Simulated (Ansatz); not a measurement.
## Correcting a cheap level on S-containing molecules

The atomisation enthalpy at 298 K in kJ/mol of 8 S-containing molecules: x at SPW92/def2-TZVPP, y from tabulated heats of molecules and atoms (CRC Handbook of Chemistry and Physics). Shapes, held fixed at every level: PBE0-D4/def2-TZVP. Flexible molecules stand in one conformer, not always the lowest. Computed values hold a harmonic thermal term (PBE0-D4/def2-TZVP) and the atoms' spin-orbit lowering. Programs: Ansatz 0.2.0.

| molecule | x (kJ/mol) | y (kJ/mol) |
| --- | --- | --- |
| C2H5NS (thioacetamide) | 3813 | 3262 |
| C2H6OS (dimethyl sulfoxide) | 3984 | ? |
| C3H6S3 (1,3,5-trithiane) | 4959 | 4210 |
| C4H6S (2,3-dihydrothiophene) | 5060 | 4362 |
| C3H8S2 (1,3-propanedithiol) | 5154 | 4478 |
| C4H10S (methyl propyl sulfide) | 6160 | 5407 |
| C4H10OS (diethyl sulfoxide) | 6668 | 5779 |
| C5H10S (cyclopentanethiol) | 6985 | 6089 |

Q: Fit y = c + s·x to the known rows and predict y for C2H6OS.

A: 
1. Means of the 7 rows: x = 5542.71, y = 4798.1.
2. Σ(Δx)² = 7444243, Σ(Δx·Δy) = 6676740, so the slope is 6676740/7444243 = 0.8969.
3. Intercept: 4798.1 − (0.8969) × 5542.71 = -173.2. The largest residual of the fit is 65.
4. C2H6OS: -173.2 + 0.8969 × 3984 = 3400 kJ/mol.

The tabulated heats give 3419 kJ/mol, so the prediction is off by -19 kJ/mol, within the largest residual. Uncorrected, SPW92/def2-TZVPP misses C2H6OS by +565 kJ/mol, and the other rows by 745 on average. The line removes about 95 % of this miss. Left out in turn, the other rows are missed by 38 kJ/mol on average, so much of the error is systematic among these molecules.
